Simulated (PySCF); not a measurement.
Reading a saddle point

A first-order saddle point of BH₄ClO, closed shell, PBE0-D4/def2-TZVP, with one imaginary mode of 984i cm⁻¹:

| atom | x (Å) | y (Å) | z (Å) |
| --- | --- | --- | --- |
| B1 | 0.3232 | -0.3721 | 0.4552 |
| O2 | 0.2547 | -0.1283 | -1.0021 |
| H3 | 1.3668 | -0.0861 | 0.9460 |
| H4 | -0.3946 | -1.2209 | 0.8875 |
| H5 | -0.3315 | 0.9524 | -0.5768 |
| Cl6 | -0.8015 | 1.5326 | 0.7107 |
| H7 | -0.4170 | -0.6774 | -1.4204 |

PySCF 2.14 with density fitting (its default auxiliary sets; JK sets also for MP2 and CCSD(T)); basis: def2-TZVPP and def2-QZVPP; cores frozen in the correlated methods. Extrapolation: Hartree–Fock as exp(−7.88 √X), correlation as X^−2.97.

Problem. Which contacts change along the imaginary mode, and what lies on either side? (A judgement: the text doesn't fix the answer.)

Solution. Computed: The step is BH₃O ([BH2][OH]) + HCl → BH₂Cl ([BH2][Cl]) + H₂O (still joined by a long B–O bond), with the molecules in contact on both sides. Shortening one way: B1–Cl6, O2–H5; lengthening the same way: B1–O2, H5–Cl6.
| pair | one side (Å) | saddle (Å) | other side (Å) |
| --- | --- | --- | --- |
| B1–Cl6 | 4.18 | 2.23 | 1.84 |
| O2–H5 | 1.90 | 1.30 | 0.97 |
| B1–O2 | 1.35 | 1.48 | 1.65 |
| H5–Cl6 | 1.29 | 1.49 | 2.81 |

Problem. Which side is lower, and how far does the saddle lie above each? (Judge from chemistry; the value comes from the calculation.)

Solution. Computed: The side with B1–O2, H5–Cl6 short is lower by 7.8 kJ/mol; the saddle lies 91.9 kJ/mol above it and 84.1 kJ/mol above the other (CCSD(T) at an estimated basis limit (MP2 extrapolated from triple and quadruple zeta, plus CCSD(T) − MP2 in triple zeta); electronic energies).

T1 diagnostic: at most 0.013.

Hydrogen chloride, the by-product of chloride precursors, can attack films and sites by steps of this kind.

Labels in which every atom is bracketed show which atoms are joined, not bond orders.

For scale, one of the runs: CCSD(T)/def2-TZVPP, 160 basis functions, launched by `OMP_NUM_THREADS=4 python run.py`. The run took 2.6 min on 4 CPU threads of an AMD EPYC (shared host), with 1.2 GiB of host memory at its peak.
